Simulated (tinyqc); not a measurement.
Inside a calculation. Method: UHF in the sto-6g basis, for LiH+, spin multiplicity 2. Computed by tinyqc, a small Python program that keeps every step (integrals from PySCF). Settings: charge = 1, multiplicity = 2, basis = sto-6g, energy threshold = 1e-08, iteration cap = 59, orthogonalisation = symmetric, start = Wolfsberg-Helmholz matrix, DIIS depth = 3, damping = 0.5, shift = 0.2, method = UHF. Command: `OMP_NUM_THREADS=1 python tinyqc.py 28746 28747 out.jsonl` (the two numbers bound the seeds that draw the settings). One thread of a shared host (Intel(R) Xeon(R) Processor @ 2.60GHz), about 0.1 s of CPU time with the checks.

Geometry (angstrom):
```
atom         x         y         z
Li    0.000000  0.000000  0.000000
H     0.000000  0.000000  1.722000
```

Stop when the energy changes by less than 1e-08 hartree and every element of the error matrix X^T (F D S - S D F) X (for each spin) is below 3e-05.

Course of the cycle:
```
iteration  E (hartree)     change  largest element of the error matrix
1          -7.68235801          -                             1.08e-01
2          -7.69170699  -9.35e-03                             7.90e-02
3          -7.69863317  -6.93e-03                             4.87e-02
4          -7.70296224  -4.33e-03                             2.89e-02
5          -7.70547335  -2.51e-03                             1.72e-02
6          -7.70685025  -1.38e-03                             1.02e-02
7          -7.70758078  -7.31e-04                             6.05e-03
8          -7.70796052  -3.80e-04                             3.59e-03
9          -7.70815539  -1.95e-04                             2.13e-03
10         -7.70825457  -9.92e-05                             1.27e-03
11         -7.70830478  -5.02e-05                             7.51e-04
12         -7.70833009  -2.53e-05                             4.46e-04
13         -7.70834283  -1.27e-05                             2.65e-04
14         -7.70834922  -6.39e-06                             1.57e-04
15         -7.70835243  -3.21e-06                             9.33e-05
16         -7.70835403  -1.61e-06                             5.54e-05
17         -7.70835484  -8.04e-07                             3.29e-05
18         -7.70835524  -4.02e-07                             1.96e-05
19         -7.70835544  -2.01e-07                             1.16e-05
20         -7.70835554  -1.01e-07                             6.91e-06
21         -7.70835559  -5.04e-08                             4.11e-06
22         -7.70835562  -2.52e-08                             2.44e-06
23         -7.70835563  -1.26e-08                             1.45e-06
24         -7.70835564  -6.30e-09                             8.65e-07
```

Can the last value be used, and what does the course show?

Yes. Converged in 24 iterations. PySCF UHF in the same basis, after a stability check = -7.70835564 hartree.
